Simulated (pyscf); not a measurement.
## Four-centre exchange: `[NH2][Ti]([Cl])([Cl])[Cl]` + `[OH2]` -> `[NH2][Ti]([OH])([Cl])[Cl]` + `[ClH]`

Gas phase, singlet surface, charge 0. Bonds broken: Ti2–Cl3, O8–H9. Bonds formed: Ti2–O8, Cl3–H9. PySCF, gas phase, ωB97X-D3(BJ)/def2-SVP geometries.

Transition state (Å):

```xyz
10

N      0.3157     0.8979     0.8388
Ti    -1.2482     0.3474     0.1221
Cl    -0.6714    -2.2268    -0.3236
Cl    -2.3514     2.1939    -0.4023
Cl    -2.4475    -0.3589     1.8169
H      0.4635     0.9898     1.8424
H      1.1114     1.2215     0.2915
O     -0.9059    -0.0220    -1.7179
H     -0.7380    -1.3371    -1.4397
H     -1.3100     0.4554    -2.4530
```

One imaginary mode, 601i cm⁻¹; descent along it reached the two sides named, in the forms told below.

| bond | change | reactant side (Å) | saddle | product side |
|---|---|---|---|---|
| Ti2–Cl3 | breaks | 2.238 | 2.7 | 4.0 |
| O8–H9 | breaks | 0.970 | 1.355 | 1.904 |
| Ti2–O8 | forms | 2.296 | 1.908 | 1.778 |
| Cl3–H9 | forms | 2.496 | 1.429 | 1.299 |

Electronic energies relative to the separated reactants (eV):

```
level                   barrier  reaction energy  reverse barrier
----------------------  -------  ---------------  ---------------
ωB97X-D3(BJ)/def2-TZVP     0.43            +0.22             0.21
PBE/def2-TZVP              0.38            +0.17             0.21
r²SCAN/def2-TZVP           0.35            +0.17             0.18
B3LYP-D3(BJ)/def2-TZVP     0.43            +0.18             0.26
PBE0-D3(BJ)/def2-TZVP      0.39            +0.19             0.20
M06-2X/def2-TZVP           0.38            +0.15             0.23
ωB97M-D3(BJ)/def2-TZVP     0.46            +0.11             0.35
HF/def2-TZVP               1.02            +0.05             0.97
```

With ωB97M-D3(BJ)/def2-TZVP energies and thermal terms (ideal gas, 1 atm, RRHO with modes under 100 cm⁻¹ raised to 100, one conformer, R ln 2 for chiral ones without a mode under 150 cm⁻¹), in eV:

| T (K) | ΔH‡ | ΔG‡ | ΔH | ΔG |
|---|---|---|---|---|
| 298 | 0.35 | 0.86 | +0.03 | +0.03 |
| 600 | 0.37 | 1.37 | +0.05 | +0.03 |
| 900 | 0.40 | 1.86 | +0.07 | +0.02 |
| 1200 | 0.44 | 2.34 | +0.10 | 0.00 |

On the reactant side the descent ends in an adduct with a O–Ti contact, 0.63 eV under the separated species and 1.06 eV under the saddle at ωB97X-D3(BJ)/def2-TZVP. On the product side the descent ends in a complex (not fully relaxed), 0.24 eV under the separated species and 0.45 eV under the saddle at ωB97X-D3(BJ)/def2-TZVP. What is counted as formed (O–Ti) is already present as a longer contact in the reactant adduct; forming that adduct is a step of its own. One saddle was located; it need not be the lowest between these sides.
